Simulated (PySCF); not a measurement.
Compound: C5H9F.
SMILES: `C=C(C)CCF`

Method: TDDFT CAM-B3LYP/def2-SVPD, vertical, gas phase, core orbitals frozen in the response in PySCF. Isolated species at its PBE0-D3(BJ)/def2-SVP geometry (one conformer only). Torsions of this conformer, `[CH2:1]=[C:2]([CH3:3])[CH2:4][CH2:5][F:6]`: C1–C2–C4–C5 -109°, C2–C4–C5–F6 -68°.

Relations used (vacuum, state to state): A = 0.6670 f ν̃² s⁻¹ (ν̃ in cm⁻¹); τ = 1/A; f = (2/3) ΔE |μ|² in atomic units; ∫σ dE = 109.76 f Mb·eV.

These lifetimes count emission to the ground state at the vertical energy alone; relaxation of the geometry and all other decay channels are left out.

Energies and rates of the computed singlets with f of 0.002 or more:

```
state  E (eV)   A (s⁻¹)
   S1    6.88  2.72×10⁸
   S2    7.17  6.15×10⁸
   S3    7.89  4.84×10⁷
   S4    8.08  5.10×10⁷
   S5    8.13  1.18×10⁷
   S6    8.24  6.80×10⁷
   S7    8.67  6.98×10⁷
   S8    8.74  5.58×10⁷
   S9    8.78  6.17×10⁷
  S10    9.02  8.16×10⁷
```

Problem. Which f and |μ| stand behind these rates?

Solution. f = A / (0.6670 ν̃²), and |μ| follows from f:

| state | f | \|μ\| (D) | τ | main configurations (H = HOMO, L = LUMO) |
| --- | --- | --- | --- | --- |
| S1 | 0.133 | 2.25 | 3.7 ns | H→L (84%) |
| S2 | 0.276 | 3.18 | 1.6 ns | H→L+1 (87%), H→L (8%) |
| S3 | 0.018 | 0.77 | 21 ns | H→L+2 (64%), H→L+3 (21%), H→L+6 (8%) |
| S4 | 0.018 | 0.77 | 20 ns | H→L+3 (46%), H→L+4 (23%), H→L+2 (9%) |
| S5 | 0.0041 | 0.37 | 85 ns | H-1→L (46%), H-1→L+1 (21%) |
| S6 | 0.023 | 0.86 | 15 ns | H→L+4 (66%), H→L+3 (18%), H→L+2 (9%) |
| S7 | 0.021 | 0.81 | 14 ns | H→L+6 (56%), H→L+5 (16%) |
| S8 | 0.017 | 0.71 | 18 ns | H→L+7 (38%), H→L+5 (18%), H-3→L (12%) |
| S9 | 0.018 | 0.74 | 16 ns | H-3→L (31%), H-3→L+1 (15%), H→L+7 (15%) |
| S10 | 0.023 | 0.82 | 12 ns | H→L+5 (48%), H→L+7 (18%), H→L+6 (10%) |

Problem. By what factor does the largest A in the list exceed the smallest?

Solution. S2 has 52 times the rate of S5.

Problem. How much energy does a mole of photons resonant with S2 carry?

Solution. 7.173 eV × 96.485 = 692 kJ/mol (165 kcal/mol).

Problem. Suppose S1 emitted 0.3 eV lower with the same transition dipole. How would A change?

Solution. At fixed |μ|, A goes as the cube of the energy: (6.58/6.88)³ = 0.87, which makes τ about 4.2 ns.

All these states lie below the vertical ionisation energy of 9.37 eV (ΔSCF).
